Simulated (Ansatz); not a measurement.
Geometry optimisation, RKS PBE0/cc-pVDZ (Ansatz 0.2.0).

Input:

```yaml
crystal:
  periodic: [false, false, false]
  atoms:
    - { symbol: B, position_ang: [-1.0932, 0.2191, -0.2894] }
    - { symbol: Si, position_ang: [0.9341, -0.3728, 0.5621] }
    - { symbol: H, position_ang: [-1.6264, 1.0252, 0.3735] }
    - { symbol: H, position_ang: [-1.6817, -0.7267, -0.6515] }
    - { symbol: H, position_ang: [0.0276, 0.5189, -0.8144] }
    - { symbol: F, position_ang: [-0.6353, 1.028, -1.6902] }
    - { symbol: H, position_ang: [0.5033, -1.1523, 1.7214] }
    - { symbol: H, position_ang: [1.7744, -1.2459, -0.2653] }
    - { symbol: H, position_ang: [1.7972, 0.7065, 1.0539] }
basis:
  gaussian: { orbitals: cc-pVDZ }
hamiltonian:
  xc: pbe0
relax:
  f_tol: 0.15
  max_steps: 25
  restrain:
    - { distance: [0, 5], at: 1.41, k: 30.0 }
    - { distance: [4, 1], at: 1.42, k: 30.0 }
    - { distance: [0, 1], at: 3.25, k: 30.0 }
    - { distance: [4, 5], at: 2.18, k: 30.0 }
```

Command:

```bash
$ ansatz run input.yaml --threads 2 --pin off --max-ram 3072MiB --backend cpu --events-out ev --progress --plain --runs-dir out
```

**Question.** Where does it end, and by what steps?

**Answer.** The forces met the threshold. The restraints hold the end off the free minimum. After 8 steps the energy has fallen by 2.024 eV (the restraints' own energy left out); B1 moved furthest, 0.68 Å. Parted: B1–Si2, B1–H5. Joined: Si2–H5.

| step | energy less start (eV) | largest force component (eV/Å) | accepted |
| --- | --- | --- | --- |
| 0 | 0.0000 | 2.202 | yes |
| 1 | -0.4463 | 2.680 | yes |
| 2 | -1.1296 | 2.856 | yes |
| 3 | -1.5861 | 1.560 | yes |
| 4 | -1.6986 | 2.929 | yes |
| 5 | -1.9006 | 1.485 | yes |
| 6 | -1.9624 | 1.223 | yes |
| 7 | -2.0249 | 1.000 | yes |
| 8 | -2.0242 | 0.917 | yes |

```xyz
9
Properties=species:S:1:pos:R:3
B -1.588 0.475 -0.672
Si 1.270 -0.409 0.591
H -1.796 1.186 0.280
H -1.907 -0.686 -0.755
H 0.305 0.177 -0.327
F -1.064 1.064 -1.794
H 0.547 -1.159 1.665
H 2.149 -1.340 -0.183
H 2.082 0.692 1.194
```

Whether the end is a true minimum wasn't checked by a vibrational analysis.

The run took 5.5 s on 2 threads of AMD EPYC 9R45 96-Core Processor (Zen 5), on a shared host, peak memory 0.16 GiB.
